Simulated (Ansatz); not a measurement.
Two structures of Si2H8S, closed shell, reached by relaxing down either side of one saddle point (PBE0-D4/def2-TZVP). Energies are electronic, without zero-point energy. Computed with Ansatz 0.2.0 (basis: def2-TZVPP and def2-QZVPP); correlated methods freeze the cores. Extrapolation: Hartree–Fock as exp(−7.88 √X), correlation as X^−2.97. First:

```json
{"atom": "Si1", "x (Å)": "-0.9737", "y (Å)": "-0.2086", "z (Å)": "-0.4031"}
{"atom": "S2", "x (Å)": "0.2678", "y (Å)": "-1.7582", "z (Å)": "-1.2133"}
{"atom": "H3", "x (Å)": "-2.1652", "y (Å)": "0.0158", "z (Å)": "-1.2663"}
{"atom": "H4", "x (Å)": "-1.4568", "y (Å)": "-0.5801", "z (Å)": "0.9542"}
{"atom": "Si5", "x (Å)": "0.3516", "y (Å)": "1.7156", "z (Å)": "-0.3126"}
{"atom": "H6", "x (Å)": "1.3279", "y (Å)": "-1.5637", "z (Å)": "1.7778"}
{"atom": "H7", "x (Å)": "1.4195", "y (Å)": "-1.2998", "z (Å)": "2.4711"}
{"atom": "H8", "x (Å)": "-0.6653", "y (Å)": "-2.7225", "z (Å)": "-1.1319"}
{"atom": "H9", "x (Å)": "0.8156", "y (Å)": "2.0790", "z (Å)": "-1.6773"}
{"atom": "H10", "x (Å)": "-0.4532", "y (Å)": "2.8374", "z (Å)": "0.2411"}
{"atom": "H11", "x (Å)": "1.5320", "y (Å)": "1.4851", "z (Å)": "0.5601"}
```

Second:

Si1  (-1.148, 0.043, 0.801)
S2  (1.261, -1.744, -1.329)
H3  (-1.898, -0.674, -0.265)
H4  (-2.140, 0.748, 1.660)
Si5  (0.376, 1.575, -0.113)
H6  (1.682, -2.217, -0.147)
H7  (-0.452, -0.964, 1.647)
H8  (0.189, -2.549, -1.333)
H9  (0.256, 1.626, -1.593)
H10  (0.102, 2.939, 0.422)
H11  (1.772, 1.215, 0.249)
(Å)

Question: Which bonds change from the first to the second?

Answer: Si₂H₆S ([SiH3][SiH2][SH]) + H₂ → Si₂H₆ ([SiH3][SiH3]) + H₂S; bonds formed: Si1–H7, S2–H6; bonds broken: Si1–S2, H6–H7.

Question: Give the saddle point's structure and its height above each. (Judge from chemistry; the value comes from the calculation.)

Answer: By the calculation: 57.93 kcal/mol above the first and 50.64 kcal/mol above the second (CCSD(T) at an estimated basis limit (MP2 extrapolated from triple and quadruple zeta, plus CCSD(T) − MP2 in triple zeta)).
```xyz
11
angstrom
Si -0.8013 -0.2409 0.2982
S 0.8166 -1.6408 -1.0562
H -1.8388 -0.6372 -0.6945
H -1.6387 -0.0498 1.5323
Si 0.4636 1.6537 -0.1916
H 0.5770 -1.4362 0.6460
H 0.1874 -1.0705 1.4400
H -0.0042 -2.7041 -1.0599
H 0.3461 1.9313 -1.6452
H 0.0100 2.8344 0.5894
H 1.8825 1.3602 0.1415
```

T1 diagnostic: at most 0.015.

Labels in which every atom is bracketed show which atoms are joined, not bond orders.

For scale, one of the runs: CCSD(T)/def2-TZVPP, 238 basis functions, launched by `ansatz run in.yaml --threads 4 --pin off --events-out ev --progress --plain --max-ram 9574MiB`. Hardware: 4 CPU threads of an Arm Neoverse V1, shared host. Wall time 63 s; peak host memory 4 GiB.
